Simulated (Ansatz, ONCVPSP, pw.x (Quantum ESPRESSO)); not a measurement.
# Si: does the ONCV potential hold in the solid?

Si, optimised norm-conserving Vanderbilt (ONCV), made with ONCVPSP 4.0.1 (LDA (Perdew-Wang 92), scalar-relativistic). Core [Ne], reference 3s2 3p2. Waves: 3s: rc 1.60 bohr, ncon 4, nbas 7, qcut 5 1/bohr, 2 projectors, debl 0.8 Ha; 3p: rc 2.20 bohr, ncon 3, nbas 8, qcut 3.7 1/bohr, 1 projector; d scattering state at 0.44 Ha: rc 2.25 bohr, ncon 4, nbas 8, qcut 4 1/bohr, 2 projectors, debl 3.1 Ha. Local part: polynomial inside 1.40 bohr (lpopt 5, dvloc0 0 Ha). Core correction: none.

Atomic tests: cutoffs needed: 8.4 Ha and 11 Ha (the cutoffs (Ha) at which the residual kinetic energy of the hardest occupied pseudo-wave falls to 1 and 0.1 mHa per electron) The cutoffs count occupied waves only; projector 2 of the d channel, the hardest unoccupied one, needs 55 Ha at the loose tolerance.; ghost test: no bound ghost flagged; GHOST(+) flagged for s at 86.5 eV; largest excitation error: +207 meV (all-electron minus pseudo) for 3s1 3p0, out of 4 test configurations.

Crystal test: diamond Si in pw.x 7.5, no spin, 9³ k-points, Fermi–Dirac smearing 0.01 Ry, cutoffs 35/140 Ry. The reference is all-electron LAPW (Ansatz 0.2.0) with the same functional, mesh and smearing; V0 and B0 come from Birch–Murnaghan fits to the pressures at five volumes. Errors are pseudo minus all-electron; Δ is the rms difference of the E(V) curves that follow from these fits, minima aligned, over ±6 % about the mean V0. Mesh and smearing are coarse, so the numbers serve the comparison and aren't converged zero-temperature values; the lattice is a test structure that the element need not adopt.

| V (Å³/atom) | P all-electron (GPa) | P pseudo (GPa) |
| --- | --- | --- |
| 18.709 | 5.46 | 4.30 |
| 19.202 | 2.53 | 1.50 |
| 19.694 | -0.03 | -0.96 |
| 20.186 | -2.29 | -3.11 |
| 20.679 | -4.26 | -5.00 |

All-electron: a0 = 5.400 Å (V0 = 19.69 Å³/atom), B0 = 96.2 GPa.

Pseudopotential: mean pressure error (GPa): -0.94; a0 (Å): 5.383; a0 error (%): -0.33; B0 error (%): -0.2; Δ (meV/atom): 4.1.

**Question.** At the middle volume, how do free energy and pressure move when the wave cutoff is lowered (ecutrho kept at four times it)?

**Answer.**

```tsv
cutoff (Ry)	shift of F (meV/atom)	shift of P (GPa)
16	+47.1	-1.75
21	+5.0	-0.25
28	+0.3	-0.00
```

Input at the middle volume:

```
&control
  calculation='scf', prefix='x', pseudo_dir='./', outdir='./tmp', tstress=.true., disk_io='none'
/
&system
  ibrav=0, nat=2, ntyp=1, ecutwfc=35, ecutrho=140, nbnd=11,
  occupations='smearing', smearing='fd', degauss=0.01
/
&electrons
  conv_thr=1e-09, mixing_beta=0.4, electron_maxstep=70
/
ATOMIC_SPECIES
Si 1.0 Si.UPF
CELL_PARAMETERS angstrom
  0.00000000 2.70050288 2.70050288
  2.70050288 0.00000000 2.70050288
  2.70050288 2.70050288 0.00000000
ATOMIC_POSITIONS crystal
Si 0.0000 0.0000 0.0000
Si 0.2500 0.2500 0.2500
K_POINTS automatic
9 9 9 0 0 0
```

```bash
pw.x < Si.scf.in > Si.scf.out
```

Lines of the output:

```
Message from routine setup:
     using ibrav=0 with symmetry is DISCOURAGED, use correct ibrav instead
     lattice parameter (alat)  =       7.2170  a.u.
     unit-cell volume          =     265.8034 (a.u.)^3
     number of electrons       =         8.00
     number of Kohn-Sham states=           11
     kinetic-energy cutoff     =      35.0000  Ry
     charge density cutoff     =     140.0000  Ry
     scf convergence threshold =      1.0E-09
     Exchange-correlation= SLA  PW   NOGX NOGC
     number of k points=    35  Fermi-Dirac smearing, width (Ry)=  0.0100
     iteration #  1     ecut=    35.00 Ry     beta= 0.40
     total energy              =     -15.88433099 Ry
     estimated scf accuracy    <       0.06206690 Ry
     iteration #  2     ecut=    35.00 Ry     beta= 0.40
     total energy              =     -15.88067828 Ry
     estimated scf accuracy    <       0.01597137 Ry
     iteration #  3     ecut=    35.00 Ry     beta= 0.40
     total energy              =     -15.88173829 Ry
     estimated scf accuracy    <       0.00031040 Ry
     iteration #  4     ecut=    35.00 Ry     beta= 0.40
     c_bands:  2 eigenvalues not converged
     total energy              =     -15.88176265 Ry
     estimated scf accuracy    <       0.00000746 Ry
     iteration #  5     ecut=    35.00 Ry     beta= 0.40
     c_bands:  1 eigenvalues not converged
     total energy              =     -15.88176400 Ry
     estimated scf accuracy    <       0.00000029 Ry
     iteration #  6     ecut=    35.00 Ry     beta= 0.40
     total energy              =     -15.88176404 Ry
     estimated scf accuracy    <          3.3E-09 Ry
     iteration #  7     ecut=    35.00 Ry     beta= 0.40
     the Fermi energy is     6.3990 ev
!    total energy              =     -15.88176404 Ry
     estimated scf accuracy    <          9.6E-11 Ry
     smearing contrib. (-TS)   =      -0.00035503 Ry
     The total energy is F=E-TS. E is the sum of the following terms:
     one-electron contribution =       4.73094797 Ry
     hartree contribution      =       1.08297985 Ry
     xc contribution           =      -4.80621123 Ry
     ewald contribution        =     -16.88912559 Ry
     convergence has been achieved in   7 iterations
          total   stress  (Ry/bohr**3)                   (kbar)     P=       -9.57
     Message from routine punch:
     Nothing written, as per user request (disk_io='none')
```

The run at the middle volume (35 k-points, 7 iterations) took about 7.9 s on one core of a shared host (Intel(R) Xeon(R) Processor @ 2.60GHz, 24 threads, 31 GiB, load 14).
